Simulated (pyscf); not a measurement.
Optimised with ωB97X-D3(BJ)/def2-SVP in PySCF.

Q: PBE/def2-TZVP puts the barrier of `[O]=[Cr](=[O])([F])[F]` + `[OH2]` -> `[O]=[Cr]([OH])([OH])([F])[F]` (addition across a multiple bond or ene-type step; singlet surface; H–O broken, Cr–O, H–O formed) at 1.16 eV and the reaction energy at +0.60 eV, from the separated reactants. What do r²SCAN/def2-TZVP, PBE0-D3(BJ)/def2-TZVP, ωB97M-D3(BJ)/def2-TZVP give on the same structures?

A: r²SCAN: ΔE‡ = 1.13 eV, ΔE = +0.48 eV; PBE0-D3(BJ): ΔE‡ = 1.37 eV, ΔE = +0.72 eV; ωB97M-D3(BJ): ΔE‡ = 1.56 eV, ΔE = +0.86 eV. PBE's barrier lies among them. Its reaction energy lies among theirs. On the reactant side the descent ends in a complex (not fully relaxed), 0.19 eV under the separated species and 1.74 eV under the saddle at ωB97X-D3(BJ)/def2-TZVP. One saddle was located; it need not be the lowest between these sides.
